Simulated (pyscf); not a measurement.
This saddle point was located with ωB97X-D3(BJ)/def2-SVP in PySCF.

```
B
Cl 1 1.7672
Cl 1 1.7673 2 119.47
Cl 1 1.9989 2 110.65 3 130.23
H 4 1.5522 1 67.42 2 112.63
Cl 5 1.5520 4 133.94 1 0.00
```

Surface: singlet, charge 0. Lowest wavenumbers (cm⁻¹): 924i, 165, 209, 238, 251.

What reaction is this the transition state of?

boron trichloride (Cl–B(Cl)–Cl) + hydrogen chloride (HCl) <-> hydrogen chloride (HCl) + boron trichloride (Cl–B(Cl)–Cl), a four-centre exchange read from left to right: B–Cl, Cl–H broken and Cl–H, B–Cl formed. At CCSD(T)/def2-TZVPP + ΔMP2(QZVPP) it lies +107.0 kJ/mol from the left side and +107.0 kJ/mol from the right (each side as separated species at their lowest minima found). This is the saddle that the search found; another between the same sides may lie lower. The CCSD(T) − MP2 part came from Ansatz, without density fitting, on the same reference.
